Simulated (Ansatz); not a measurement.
Species: C2H6NO (charge +1, singlet). It need not be the lowest isomer of its formula. 
Geometry from a B3LYP-D3(BJ)/def2-TZVP (Ansatz, a first-principles code) optimisation:
```xyz
10

O      0.3320     1.2633     0.2216
C      0.0469     0.0170     0.0019
N      0.9676    -0.8878    -0.1870
C     -1.3946    -0.3100    -0.0203
H      0.7060    -1.8497    -0.3555
H     -1.8785     0.2934    -0.7915
H     -1.5731    -1.3651    -0.2080
H     -1.8335    -0.0217     0.9375
H      1.9589    -0.6816    -0.1751
H      1.2772     1.4907     0.2385
```
Charge +1, spin multiplicity 1.

Basis-set convergence of Hartree-Fock and MP2 correlation energies (hartree) with Ansatz. Correlated levels leave the core frozen unless marked. Spin-orbit coupling is left out. Non-relativistic.

```json
[
 {"basis": "cc-pVDZ", "functions": "-", "E(HF)": "-208.34714", "E(corr, MP2)": "-0.61521"},
 {"basis": "cc-pVTZ", "functions": "204", "E(HF)": "…", "E(corr, MP2)": "…"}
]
```

**Question.** Some entries are withheld; supply them.

**Answer.** 
- cc-pVTZ, E(HF): -208.41050
- cc-pVTZ, E(corr, MP2): -0.76428
